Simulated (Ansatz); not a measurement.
# H2NP: the cost of one run

The runs use Ansatz 0.2.0, Gaussian basis; def2-QZVPP, core rule «outside noble gas», up to 6 orbitals frozen.

The runs, in order: UHF; ROHF; CCSD(T) on UHF.

2 further runs of the same task are left out: 2 set aside as unsound or not needed.

### 1 The system

The geometry is a PBE0/def2-TZVP stationary point (not a proven minimum) of the parent state, kept for this charge and spin.

4 atoms, charge 1, spin multiplicity 2.

Atoms are counted from 1 here; the program's logs count them from 0.

Bond lengths: N1–P2 1.571 Å, N1–H3 1.021 Å, P2–H4 1.438 Å. Angles: P2–N1–H3 110.2°, N1–P2–H4 98.4°.

Coordinates:

```xyz
4
H2NP
N     0.00000   -0.20102    1.04724
P     0.00000    0.10962   -0.49316
H     0.00000    0.66859    1.58206
H     0.00000   -1.24376   -0.98030
```

### 2 UHF

Contents of in.yaml:

```yaml
crystal:
  periodic: [false, false, false]
  atoms:
    - {symbol: N, position_ang: [0.000000, -0.201021, 1.047245]}
    - {symbol: P, position_ang: [0.000000, 0.109621, -0.493159]}
    - {symbol: H, position_ang: [0.000000, 0.668588, 1.582063]}
    - {symbol: H, position_ang: [0.000000, -1.243757, -0.980300]}
basis:
  gaussian: {orbitals: "def2-QZVPP.json"}
total_charge: 1
magnetization: {spin_polarized: true, initial_magnetization: 1}
hamiltonian: {xc: hf}
output: {orbitals: {seedname: orbitals}}
```

Launch:

```console
$ ansatz run in.yaml --threads 1 --pin off --events-out ev --progress --plain --max-ram 2393MiB
```

**Question.** How long does this run take on 1 thread of Intel Xeon Platinum 8488C, shared host, and how much memory does it need?

About 12 s, with a peak of 0.37 GiB.
